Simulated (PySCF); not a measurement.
One of the candidates below gave these computed data.

All candidates are C4H7S (charge -1).

| technique | computed result |
| --- | --- |
| 13C NMR | chemical shifts (computed TMS as zero) by class: 157.0 (1 C), 107.8 (1 C), 56.4 (1 C), 43.0 (1 C) ppm [GIAO PBE0/pcSseg-1] |
| 1H NMR | chemical shifts (computed TMS as zero) by class: 5.95 (1 H), 4.59 (1 H), 4.25 (1 H), 2.52 (2 H), 2.05 (2 H) ppm [GIAO PBE0/pcSseg-1] |
| Rotational structure | rotational constants A, B, C: 19.640, 1.434, 1.412 GHz [PBE0-D3(BJ)/def2-SVP] |
| NMR, other nuclei | isotropic shieldings of nuclei other than C and H, by class: 602 (1 S) ppm [GIAO PBE0/pcSseg-1] |

Gas-phase values; electronic properties from PySCF, density fitting. Levels stand in brackets. Geometry: PBE0-D3(BJ)/def2-SVP, one conformer, isolated ion. The geometry's basis has no diffuse functions, a weakness for an anion. The HOMO energy is positive, so at this level the finite basis confines the outermost electrons. No diffuse functions stand in pcSseg-1, which bears on an anion's orbital energies. NMR classes are plain means over equivalent atoms (diastereotopic ones count apart unless rotation or inversion swaps them), as if these changed places fast.

**Question.** Which candidate is it?
A. `C=CCC[S-]`
B. `CC/C=C/[S-]`
C. `C[C@@H]1C[C@H]1[S-]`

**Answer.** A. It is `C=CCC[S-]`. Numbering: `[CH2:1]=[CH:2][CH2:3][CH2:4][S-:5]`. 4 carbons fall into 4 classes; from least to most shielded: alkene CH carbon [C2] (157.0 ppm), terminal =CH2 carbon [C1] (107.8 ppm), allylic carbon [C3] (56.4 ppm), sp3 carbon bound to sulfur [C4] (43.0 ppm). Hydrogen classes from least to most shielded: 1 H on an alkene CH carbon, C2 (5.95 ppm), 1 H on a terminal =CH2 carbon, C1 (4.59 ppm), 1 H on a terminal =CH2 carbon, C1 (4.25 ppm), 2 H on an sp3 carbon bound to sulfur, C4 (2.52 ppm), 2 H on an allylic carbon, C3 (2.05 ppm). The other shieldings belong to: 602 ppm, thiolate sulfur [S5]. The optimised geometry has point group C1 and is an asymmetric top.

The others, at the same levels:
- `C[C@@H]1C[C@H]1[S-]` fails: its computed 13C shifts are 32.6 (1 C), 25.7 (1 C), 25.3 (1 C), 22.9 (1 C) ppm, 1H shifts are 1.09 (1 H), 0.82 (3 H), -0.09 (1 H), -0.61 (1 H), -0.65 (1 H) ppm and rotational constant A is 9.984 GHz (against 19.640 GHz).
- `CC/C=C/[S-]` fails: its computed 13C shifts are 168.8 (1 C), 115.3 (1 C), 33.3 (1 C), 21.5 (1 C) ppm, 1H shifts are 7.33 (1 H), 4.70 (1 H), 1.90 (2 H), 0.59 (3 H) ppm and rotational constant A is 18.533 GHz (against 19.640 GHz).

Each candidate is one conformer, not necessarily the lowest. The conformers computed, where there is a choice (atom-mapped SMILES and torsion angles):
- `[CH2:1]=[CH:2][CH2:3][CH2:4][S-:5]`: C1–C2–C3–C4 120°, C2–C3–C4–S5 178°
- `[CH3:1][CH2:2]/[CH:3]=[CH:4]/[S-:5]`: C1–C2–C3–C4 116°
